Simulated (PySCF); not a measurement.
Peak assignment

Atoms are numbered as in `[CH3:1]/[C:2]([C:3]#[N:4])=[CH:5]/[F:6]`. Hydrogens are named by the atom that carries them.

- spin–spin couplings from B3LYP/pcJ-1 (spin–dipole term only in couplings to heteroatoms)
- geometry: GFN2-xTB
- shieldings: GIAO PBE0/pcSseg-1
- code: PySCF
- no solvent, one conformer, averaged over atoms made equivalent by symmetry, fast rotation or ring inversion, non-relativistic

Shifts are taken against calculated references (same method and geometry level): TMS for 13C (σ = 186.93 ppm), 1H (σ = 31.72 ppm).

**Question.** Assign these signals to the numbered atoms. 13C{1H} NMR (computed): δ 168.9 (d, J = 358.4 Hz), 118.8, 99.6 (d, J = 2.2 Hz), 16.8.

**Answer.** 
168.9 → C5, alkene CH
118.8 → C3, nitrile carbon: typical of a nitrile
99.6 → C2, fully substituted alkene carbon
16.8 → C1, allylic methyl carbon: aliphatic region, no heteroatom directly attached

**Question.** Assign these signals to the numbered atoms. 1H NMR (500 MHz, computed): δ 7.15 (dq, J = 82.8, 2.2 Hz, 1H), 1.85 (dd, J = 5.1, 2.2 Hz, 3H).

**Answer.** 
7.15 → H(C5), hydrogen on an alkene CH: olefinic region
1.85 → H(C1), hydrogen on an allylic methyl carbon: allylic position

Common functionals overestimate the size of one-bond C–F couplings by tens of Hz; these are unscaled. Splittings below 1 Hz are ignored in the labels, and close J values are merged. Shifts are as computed. Against solution values, carbons near 30 ppm lie about +3 ppm off and those near 130 ppm about +5 ppm. Of 1211 compounds with measured shifts, 218 miss one by over three times the rms of a fit or turn the order of signals round; such compounds aren't used in these exercises.
